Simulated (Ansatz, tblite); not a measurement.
# The cluster Li2S−: rung by rung

How do method and basis change the picture of the cluster Li2S− (doublet)?

Computed with Ansatz 0.2.0, Gaussian basis. Level: as each input shows.

Levels to be run: GFN1-xTB, GFN2-xTB, PBE-D4/def2-TZVPD, r2SCAN-D4/def2-TZVPD, BLYP-D4/def2-TZVPD, HF/def2-TZVPD, B97M-V/def2-TZVPD, PBE-QIDH/def2-TZVPD, ωB97X-V/def2-TZVPD, PBE+5HF/def2-TZVPD, PBE+10HF/def2-TZVPD, PBE+15HF/def2-TZVPD, PBE+35HF/def2-TZVPD, PBE+50HF/def2-TZVPD, PBE-D4/def2-SVPD, PBE0-D4/def2-SVPD, HF/STO-3G, HF/6-31G, B3LYP-D4/6-31G, CCSD(T)/def2-TZVPPD, MP2/def2-TZVPD, RPA/def2-TZVPD.

1 further run of the same task is left out (set aside as unsound or not needed). Runs told in other sessions of the task aren't counted.

## Step 1: The relaxed structure

The geometry is that of the doublet, from an earlier relaxation (r2SCAN-D4/def2-TZVPD). At that level it is the lowest of the isomers that a small search found.

3 atoms, charge -1, spin multiplicity 2.

Bond lengths: Li1–S3 2.148 Å, Li2–S3 2.148 Å. Angles: Li1–S3–Li2 83.6°.

The ion is computed in the gas phase, without counter-ions or solvent.

PBE0-D4/def2-TZVPD was run before; its log isn't repeated, and its numbers join the tables.

## Step 2: GFN1-xTB

Tight binding, by tblite at 300 K electronic temperature and without a spin-polarisation term:

```python
tblite.interface.Calculator('GFN1-xTB', numbers, positions, charge=-1, uhf=1).singlepoint()
```

Energy -126.4622 eV; 0.002 s.

## Step 3: GFN2-xTB

Tight binding, by tblite at 300 K electronic temperature and without a spin-polarisation term:

```python
tblite.interface.Calculator('GFN2-xTB', numbers, positions, charge=-1, uhf=1).singlepoint()
```

Energy -107.4575 eV; 0.002 s.

## Step 4: PBE-D4/def2-TZVPD

start.molden holds the orbitals of an earlier run on this state, given as this run's starting guess.

The input, in.yaml:

```yaml
crystal:
  periodic: [false, false, false]
  atoms:
    - {symbol: Li, position_ang: [-0.684080, 1.210642, -0.634212]}
    - {symbol: Li, position_ang: [-0.324375, -1.131546, 0.974811]}
    - {symbol: S, position_ang: [1.008455, -0.079106, -0.340589]}
basis:
  gaussian: {orbitals: def2-TZVPD, initial_orbitals: start.molden}
total_charge: -1
magnetization: {spin_polarized: true, initial_magnetization: 1}
hamiltonian: {xc: pbe, dispersion: d4}
scf: {omitted_lower_state_checks: [starts]}
output: {orbitals: {seedname: orbitals}}
```

On the command line:

```sh
$ ansatz run in.yaml --threads 4 --pin off --events-out ev --progress --plain --max-ram 3916MiB
```

Further steps of the session: r2SCAN-D4/def2-TZVPD; BLYP-D4/def2-TZVPD; HF/def2-TZVPD; B97M-V/def2-TZVPD; PBE-QIDH/def2-TZVPD; ωB97X-V/def2-TZVPD; PBE+5HF/def2-TZVPD; PBE+10HF/def2-TZVPD; PBE+15HF/def2-TZVPD; PBE+35HF/def2-TZVPD; PBE+50HF/def2-TZVPD; PBE-D4/def2-SVPD; PBE0-D4/def2-SVPD; HF/STO-3G; HF/6-31G; B3LYP-D4/6-31G; CCSD(T)/def2-TZVPPD; MP2/def2-TZVPD; RPA/def2-TZVPD.

**Question.** What will the summary of the whole plan be? Wanted: gap in def2-TZVPD, named functionals and Hartree-Fock, smallest and largest; gap over the share of exact exchange; correlation energy, CCSD(T)/def2-TZVPPD; correlation energy, MP2/def2-TZVPD; ⟨S²⟩ in def2-TZVPD, named functionals and Hartree-Fock, smallest and largest; PBE0 total energy, smallest basis above largest.

The runs gave:

```
                                                                    quantity                                 value
 gap in def2-TZVPD, named functionals and Hartree-Fock, smallest and largest  0.44 eV (BLYP-D4), 3.34 eV (ωB97X-V)
                                        gap over the share of exact exchange          0.48 eV at 0, 1.97 eV at 0.5
                                     correlation energy, CCSD(T)/def2-TZVPPD                              -8.22 eV
                                          correlation energy, MP2/def2-TZVPD                              -7.11 eV
⟨S²⟩ in def2-TZVPD, named functionals and Hartree-Fock, smallest and largest                          0.751, 0.753
                             PBE0 total energy, smallest basis above largest       3.76 eV (def2-SVPD, def2-TZVPD)
```

What this shows: Orbital gaps of the named functionals and Hartree-Fock in def2-TZVPD span 0.44 eV (BLYP-D4) to 3.34 eV (ωB97X-V); exact exchange widens it. Raising the share of exact exchange from 0 to 0.5 moves the HOMO by -0.82 eV and the LUMO by +0.67 eV. B97M-V leaves an empty level below a filled one, so this occupation isn't an aufbau state there; left out of the range. PBE-D4, BLYP-D4, r2SCAN-D4, PBE0-D4 put the HOMO above zero; others here keep it below zero, so the sign hangs on the functional's self-interaction and doesn't show that the species is unbound.
